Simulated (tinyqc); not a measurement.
Inside a calculation. Method: ROHF in the sto-6g basis, for CH3, spin multiplicity 2. One step of it, computed by the program tinyqc.

Problem. Iteration 8 (converged): orbitals. Diagonalise F' = X^T F X, C = X C', fill 5 alpha and 4 beta electrons from the bottom; D(s) = C_occ C_occ^T. Each column has its largest component positive (the first on a tie).

converged F (hartree), lower triangle:
```
             1C 1s      1C 2s     1C 2px     1C 2py     1C 2pz      2H 1s      3H 1s      4H 1s
1C 1s   -11.139381
1C 2s    -2.857404  -1.381154
1C 2px    0.000007   0.000138  -0.225839
1C 2py    0.000000   0.000000   0.000000  -0.226132
1C 2pz    0.001948   0.014981  -0.000008   0.000000  -0.006662
2H 1s    -0.649574  -0.642351  -0.414666   0.000000   0.017529  -0.408181
3H 1s    -0.650521  -0.642923   0.207371  -0.359288   0.017544  -0.174662  -0.408692
4H 1s    -0.650521  -0.642923   0.207371   0.359288   0.017544  -0.174662  -0.174786  -0.408692
```

X:
```
                1          2          3          4          5          6          7          8
1C 1s   -0.328926   0.000000  -0.000696   0.953214   0.186120   0.000051   0.000000   0.167417
1C 2s    1.380593   0.000000   0.002139  -0.019474   0.023665   0.000143   0.000000   0.461600
1C 2px  -0.002107   0.000000   1.060001   0.000092   0.000010   0.610827   0.000000  -0.000156
1C 2py   0.000000   1.060454   0.000000   0.000000   0.000000   0.000000   0.610770   0.000000
1C 2pz  -0.037371   0.000000  -0.000048  -0.198061   0.979841   0.000000   0.000000  -0.012384
2H 1s   -0.647978   0.000000  -0.966020  -0.170787  -0.033419   0.447495   0.000000   0.298584
3H 1s   -0.651147  -0.836016   0.481388  -0.170741  -0.033412  -0.223508   0.387369   0.298857
4H 1s   -0.651147   0.836016   0.481388  -0.170741  -0.033412  -0.223508  -0.387369   0.298857
```

Give: F' = X^T F X; orbital energies; coefficients C; D(alpha) after iteration 8; D(beta) after iteration 8.

Solution.

F' = X^T F X (hartree), lower triangle:
```
         1       2       3        4        5        6        7        8
1   0.4245
2   0.0000  0.6929
3  -0.0008  0.0000  0.6923
4   1.0311  0.0000  0.0029  -9.4573
5   0.1950  0.0000  0.0006  -1.9178  -0.3955
6  -0.0001  0.0000  0.0768  -0.0008  -0.0002  -0.4944
7   0.0000  0.0768  0.0000   0.0000   0.0000   0.0000  -0.4946
8   0.1349  0.0000  0.0006  -3.2382  -0.6552  -0.0002   0.0000  -1.9787
```

orbital energies (hartree): MO1 -11.1419, MO2 -0.8155, MO3 -0.4995, MO4 -0.4993, MO5 -0.0067, MO6 0.5571, MO7 0.6972, MO8 0.6978

coefficients C:
```
            MO1      MO2      MO3      MO4      MO5      MO6      MO7      MO8
1C 1s    0.9956  -0.2118   0.0000  -0.0001  -0.0120  -0.2080   0.0004   0.0000
1C 2s    0.0203   0.6698   0.0000   0.0003   0.0584   1.2913  -0.0027   0.0000
1C 2px   0.0000  -0.0002   0.0000   0.5414   0.0000   0.0018   1.0971   0.0000
1C 2py   0.0000   0.0000   0.5414   0.0000   0.0000   0.0000   0.0000   1.0975
1C 2pz  -0.0003  -0.0174   0.0000   0.0000   0.9985  -0.0596   0.0001   0.0000
2H 1s   -0.0039   0.2233   0.0000   0.5086  -0.0162  -0.7027  -0.9328   0.0000
3H 1s   -0.0039   0.2236   0.4403  -0.2541  -0.0162  -0.7007   0.4684  -0.8094
4H 1s   -0.0039   0.2236  -0.4403  -0.2541  -0.0162  -0.7007   0.4684   0.8094
```

D(alpha) after iteration 8, lower triangle:
```
          1C 1s   1C 2s   1C 2px   1C 2py   1C 2pz    2H 1s    3H 1s   4H 1s
1C 1s    1.0362
1C 2s   -0.1224  0.4525
1C 2px   0.0000  0.0000   0.2931
1C 2py   0.0000  0.0000   0.0000   0.2931
1C 2pz  -0.0086  0.0467   0.0000   0.0000   0.9973
2H 1s   -0.0510  0.1487   0.2753   0.0000  -0.0201   0.3088
3H 1s   -0.0510  0.1486  -0.1376   0.2384  -0.0201  -0.0790   0.3087
4H 1s   -0.0510  0.1486  -0.1376  -0.2384  -0.0201  -0.0790  -0.0790  0.3087
```

D(beta) after iteration 8, lower triangle:
```
          1C 1s    1C 2s   1C 2px   1C 2py   1C 2pz    2H 1s    3H 1s   4H 1s
1C 1s    1.0361
1C 2s   -0.1217   0.4491
1C 2px   0.0000   0.0000   0.2931
1C 2py   0.0000   0.0000   0.0000   0.2931
1C 2pz   0.0034  -0.0117   0.0000   0.0000   0.0003
2H 1s   -0.0512   0.1496   0.2753   0.0000  -0.0039   0.3085
3H 1s   -0.0512   0.1496  -0.1376   0.2384  -0.0039  -0.0793   0.3084
4H 1s   -0.0512   0.1496  -0.1376  -0.2384  -0.0039  -0.0793  -0.0793  0.3084
```
